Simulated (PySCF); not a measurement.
Rigid-rotor lines calculated for a species of formula C2H5FOS (commonest isotopes; PBE0-D3(BJ)/def2-SVP geometry optimisation, gas phase in PySCF), labelled J(Ka,Kc):

```csv
transition,MHz
"2(1,2) ← 1(1,1)",10128.2
"2(1,1) ← 1(1,0)",11489.0
"1(1,1) ← 0(0,0)",9055.7
"1(0,1) ← 0(0,0)",5404.3
"2(0,2) ← 1(0,1)",10722.1
```

(1) Find the rotational constants.

(2) What moments of inertia, asymmetry and inertial defect follow?

(3) Which dipole components do these lines need?

(4) Predict further lines from these constants: 3(3,1) ← 2(2,0); 4(4,0) ← 3(3,1); 1(1,1) ← 1(0,1); 4(0,4) ← 3(0,3); 3(2,2) ← 3(1,2); 3(3,1) ← 3(2,1); 4(2,2) ← 3(1,2); 4(3,2) ← 3(3,1); 3(1,3) ← 3(0,3); 3(2,2) ← 2(2,1); 4(3,1) ← 4(2,2); 3(2,1) ← 2(2,0); 3(2,2) ← 2(1,2).

(5) Which structure gave them?

Answers

(1) 1(0,1) ← 0(0,0) is B + C, 2(1,1) ← 1(1,0) is 3B + C and 2(1,2) ← 1(1,1) is B + 3C, so B − C is half the difference of the last two, 680.4 MHz. 1(1,1) ← 0(0,0) is A + C. A = 6693.8, B = 3042.3, C = 2361.9 MHz.

(2) I = 505379 MHz·u·Å² over each constant: Ia = 75.50, Ib = 166.12, Ic = 213.97 u·Å²; κ = (2B − A − C)/(A − C) = -0.686 (asymmetric top); Δ = Ic − Ia − Ib = -27.65 u·Å².

(3) μa and μb (a-type: ΔKa even, ΔKc odd; b-type: both odd). The calculation gives |μa| = 1.94 D, |μb| = 1.52 D, |μc| = 0.11 D.

(4) 
```tsv
transition	MHz	type	branch
3(1,3) ← 3(0,3)	2323	c	Q
1(1,1) ← 1(0,1)	3651	c	Q
3(2,2) ← 3(1,2)	9992	c	Q
3(2,2) ← 2(2,1)	16213	a	R
3(2,1) ← 2(2,0)	16550	a	R
4(3,1) ← 4(2,2)	19064	b	Q
3(3,1) ← 3(2,1)	19586	c	Q
4(0,4) ← 3(0,3)	20825	a	R
4(3,2) ← 3(3,1)	21771	a	R
3(2,2) ← 2(1,2)	29208	c	R
4(2,2) ← 3(1,2)	32757	c	R
3(3,1) ← 2(2,0)	36136	b	R
4(4,0) ← 3(3,1)	49576	b	R
```

(5) `C[S@@](=O)CF`, point group C1. Three constants can't fix a structure by themselves; this is the one that was computed:
```xyz
10
C2H5FOS angstrom
C     -0.672    0.578    1.041
S     -0.783    0.173   -0.722
O     -0.381    1.396   -1.495
C      0.747   -0.858   -0.758
F      0.691   -1.885    0.125
H     -1.534    1.216    1.276
H     -0.702   -0.347    1.633
H      0.262    1.135    1.205
H      0.838   -1.231   -1.791
H      1.574   -0.165   -0.527
```

The values belong to one conformer (point group C1) with, in the numbering `[CH3:1][S@@:2](=[O:3])[CH2:4][F:5]`, C1–S2–C4–F5 57°. PBE0-D3(BJ)/def2-SVP frequencies: not computed here. Constants of a rigid frame at the computed geometry: no zero-point averaging, no centrifugal distortion. A rigid rotor knows nothing of internal rotation, which can split or shift real lines.
